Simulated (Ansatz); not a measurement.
Cost and result up the ladder for B(CO)H3 (CH3BO) (6 atoms). Total charge 0; singlet. Geometry: PBE-D4/def2-TZVP.

```csv
atom,x (Å),y (Å),z (Å)
B1,0.092,-0.242,-0.465
C2,-0.164,0.452,0.845
O3,-0.364,0.968,1.845
H4,0.758,-1.219,-0.177
H5,0.688,0.562,-1.155
H6,-1.011,-0.523,-0.893
```

Ansatz on 2 threads of AMD EPYC 7R43 on a shared host. Times are rough, and most runs start from the orbitals of an earlier one. ωB97M-V/def2-TZVP serves as the yardstick here, not as an exact answer. Differences are given only for rows in sets of like size (and for xTB, whose basis is part of the method), since another set adds its own error. Binding counts from free atoms at the same level (B doublet, C triplet, O triplet, H doublet; other spins of the atoms weren't run), without zero-point energy or a counterpoise term.

LC-ωPBE has ω = 0.4 bohr⁻¹. B3LYP takes the VWN-RPA correlation. Correlated methods freeze 3 core orbitals.

Correlated methods converge slowly with the basis (MP2 moves by 0.09 eV from def2-TZVP to def2-QZVPP here).

```json
{"level": "HF/STO-3G", "functions": "18", "wall time": "0.1 s", "binding energy per atom (eV)": "3.50", "difference from ωB97M-V/def2-TZVP (eV)": "–"}
{"level": "B3LYP-D4/6-31G", "functions": "33", "wall time": "0.4 s", "binding energy per atom (eV)": "3.92", "difference from ωB97M-V/def2-TZVP (eV)": "–"}
{"level": "LDA (SPW92)/def2-TZVP", "functions": "111", "wall time": "0.45 s", "binding energy per atom (eV)": "4.76", "difference from ωB97M-V/def2-TZVP (eV)": "0.63"}
{"level": "B3LYP-D4/def2-TZVP", "functions": "111", "wall time": "0.85 s", "binding energy per atom (eV)": "4.12", "difference from ωB97M-V/def2-TZVP (eV)": "0.00"}
{"level": "BHLYP-D4/def2-TZVP", "functions": "111", "wall time": "1 s", "binding energy per atom (eV)": "3.94", "difference from ωB97M-V/def2-TZVP (eV)": "-0.18"}
{"level": "LC-ωPBE/def2-TZVP", "functions": "111", "wall time": "1 s", "binding energy per atom (eV)": "4.10", "difference from ωB97M-V/def2-TZVP (eV)": "-0.03"}
{"level": "PBE0-D4/def2-TZVP", "functions": "111", "wall time": "1.1 s", "binding energy per atom (eV)": "4.13", "difference from ωB97M-V/def2-TZVP (eV)": "0.00"}
{"level": "r2SCAN-D4/def2-TZVP (with forces)", "functions": "111", "wall time": "1.7 s", "binding energy per atom (eV)": "4.16", "difference from ωB97M-V/def2-TZVP (eV)": "0.04"}
{"level": "ωB97X-V/def2-TZVP", "functions": "111", "wall time": "2.6 s", "binding energy per atom (eV)": "4.10", "difference from ωB97M-V/def2-TZVP (eV)": "-0.03"}
{"level": "PBE-D4/def2-TZVP (with forces)", "functions": "111", "wall time": "2.6 s", "binding energy per atom (eV)": "4.26", "difference from ωB97M-V/def2-TZVP (eV)": "0.14"}
{"level": "ωB97M-V/def2-TZVP", "functions": "111", "wall time": "2.6 s", "binding energy per atom (eV)": "4.12", "difference from ωB97M-V/def2-TZVP (eV)": "0.00"}
{"level": "PBE0-D4/def2-SVP", "functions": "57", "wall time": "3.3 s", "binding energy per atom (eV)": "4.16", "difference from ωB97M-V/def2-TZVP (eV)": "–"}
{"level": "MP2/def2-QZVPP", "functions": "261", "wall time": "6 s", "binding energy per atom (eV)": "4.15", "difference from ωB97M-V/def2-TZVP (eV)": "–"}
{"level": "CCSD(T)/def2-TZVPP", "functions": "135", "wall time": "7.5 s", "binding energy per atom (eV)": "3.99", "difference from ωB97M-V/def2-TZVP (eV)": "-0.13"}
```
